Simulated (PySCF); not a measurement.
Compound: C3H4FN2 (charge +1).
Cartesian coordinates in Å at the PBE0-D3(BJ)/def2-SVP level; atoms count from 1:
```
atom  x, y, z in Å
F1     2.297   -0.543   -0.407
C2     1.072   -0.253   -0.189
N3     0.070   -1.120   -0.164
C4    -1.105   -0.434    0.099
C5    -0.772    0.877    0.230
N6     0.599    0.962    0.046
H7     0.168   -2.123   -0.316
H8    -2.067   -0.935    0.168
H9    -1.384    1.751    0.437
H10    1.167    1.807    0.083
```

The calculation used EOM-IP-CCSD/aug-cc-pVDZ in PySCF, restricted Hartree–Fock reference, frozen core, non-relativistic, gas phase, PBE0-D3(BJ)/def2-SVP geometry.

The vertical ionisation energies are 15.12, 17.51 eV.

**Question.** Which Hartree–Fock orbital leads each hole, and what is its Koopmans value −ε?

**Answer.** 
```csv
leading hole (HF orbital),Koopmans (eV),EOM-IP-CCSD (eV),change (eV),one-hole share
HOMO,15.03,15.12,+0.09,0.96
HOMO-1,18.62,17.51,-1.11,0.94
```

**Question.** Does the order of the lines follow the orbital energies?

**Answer.** Yes, no two lines change places. The corrections run from -1.11 to +0.09 eV, with a mean of -0.51 eV over the 2 lines; EOM-IP-CCSD lies above the Koopmans value for HOMO. Koopmans values leave out both the relaxation of the orbitals and the change in correlation energy.

**Question.** At what kinetic energies would He I light (21.22 eV) eject these electrons?

**Answer.** 6.10 eV (HOMO), 3.71 eV (HOMO-1).

**Question.** What total energy has the lowest final state, and which wavelength reaches it?

**Answer.** E(CCSD) + ionisation energy = -325.02633 + 0.55553 = -324.47080 Eh, at the geometry of the initial state. The threshold wavelength is 1239.84 eV nm/15.12 eV = 82.0 nm.

One root was sought for each valence orbital with −ε under 21 eV, eight at most, so deeper holes and satellites are missing; no vibrational structure.
